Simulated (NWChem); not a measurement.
## Total energies of NO

SMILES: [N]=O
```xyz
2

N      0.0000     0.0000     0.6093
O      0.0000     0.0000    -0.5331
```
Charge 0, spin multiplicity 2.

All runs are NWChem calculations. All single points use one geometry, from UPBE0/def2-SVP, a minimum by its harmonic frequencies.

Basis set: cc-pVDZ (28 functions).

| method | total energy (Ha) |
|---|---|
| UHF | -129.26134 |
| UMP2 | -129.57739 |
| UB2PLYP | -129.79718 |
| UPBE | -129.76974 |
| UB3LYP | -129.90068 |
| UBHandHLYP | -129.83513 |

Total energies of different functionals aren't comparable as a measure of quality: only differences taken within one method are. 

The correlated methods keep 2 core orbitals frozen. B3LYP has NWChem's definition, with VWN1-RPA local correlation. The structure started from a generated list of species. The unpaired electrons of the parent sit in orbitals of symmetry b2 (C2v labels of the run); other states weren't searched. The stability of the SCF solutions was not checked. Open-shell Hartree-Fock references start from PBE0 orbitals.
